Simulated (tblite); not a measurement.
# F3N2P: the cost of one run

Computed with tblite 0.8.0 and PySCF 2.14.0; each step states its level. No surroundings beyond the atoms listed, unless a continuum is named. Atoms count from 0, parts from 1.

### 1 Starting point

6 atoms, charge 0, multiplicity 1; geometry: rigid parts in contact. Parts: 1 = atoms 0–3, `FP(F)F`, charge 0; 2 = atoms 4–5, `N#N`, charge 0.

### 2 Bringing the parts together with GFN2-xTB

Job settings and geometry (Å):

```
{"job": {"kind": "dock", "xc": "GFN2-xTB", "basis": "xTB"}, "charge": 0, "multiplicity": 1, "parts": [{"atoms": "0-3", "charge": 0, "multiplicity": 1}, {"atoms": "4-5", "charge": 0, "multiplicity": 1}]}
F     -0.921269    -0.981815    -0.227570
P     -0.004165    -0.004878     0.642563
F      1.314842    -0.305814    -0.207943
F     -0.389409     1.292507    -0.207049
N     -2.466846    -1.473670     2.426833
N     -1.410051    -1.553631     2.138934
```

Method: GFN2-xTB search for minima from random contacts, gas phase.

Started as:

```sh
$ OMP_NUM_THREADS=1 python cluster_run.py task.json out
```

This one command runs all jobs of the session in turn.

Q: Estimate the wall time of this first job on 1 thread of Arm Neoverse V2, shared host.

About 5.2 s.
